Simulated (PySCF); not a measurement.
**The electron affinity along group 13**

Calculated with PySCF 2.14 from differences of total energies of unrestricted determinants, without spin-orbit coupling. Values in eV. The last column holds reference values (measured affinities from photodetachment; the arrow runs from anion to atom). Unmarked ones compare directly (S terms, centres of terms, or small fine structure); those marked * lie between the lowest fine-structure levels and include a spin-orbit shift.

```
                            element                                   configurations     UHF    PBE  r2SCAN  MP2 (valence)  SCS-MP2 (valence)  CCSD (valence)  reference
  B (aug-cc-pVQZ-DK, spin-free X2C)                      [He] 2s2 2p2 → [He] 2s2 2p1  -0.306  0.619   0.584          0.224              0.074           0.175      0.280
 Al (aug-cc-pVQZ-DK, spin-free X2C)                      [Ne] 3s2 3p2 → [Ne] 3s2 3p1   0.010  0.581   0.602          0.374              0.272           0.376    0.433 *
 Ga (aug-cc-pVQZ-DK, spin-free X2C)            [Ar] 3d10 4s2 4p2 → [Ar] 3d10 4s2 4p1  -0.065  0.491   0.506          0.265              0.162           0.281    0.301 *
In (aug-cc-pVQZ-DK3, spin-free X2C)            [Kr] 4d10 5s2 5p2 → [Kr] 4d10 5s2 5p1   0.074  0.549   0.574          0.371              0.283           0.388    0.384 *
Tl (aug-cc-pVQZ-DK3, spin-free X2C)  [Xe] 4f14 5d10 6s2 6p2 → [Xe] 4f14 5d10 6s2 6p1  -0.013    n/a     n/a          0.251              0.161           0.284    0.320 *
```

The highest occupied level of the anion is positive for B⁻ at PBE, r2SCAN; Al⁻ at PBE, r2SCAN; Ga⁻ at PBE, r2SCAN; In⁻ at PBE, r2SCAN, so there the basis helps to hold the electron.

For Tl a determinant mixes LS terms or the coupling is close to jj, so these rows are model values.

"Valence" correlates the outer s and p shells and, in groups 3 to 12 and the f block, the outer d or f shell, open or full, or the next shell where the ion has no valence electron left; the wider scheme adds the next inner shell.
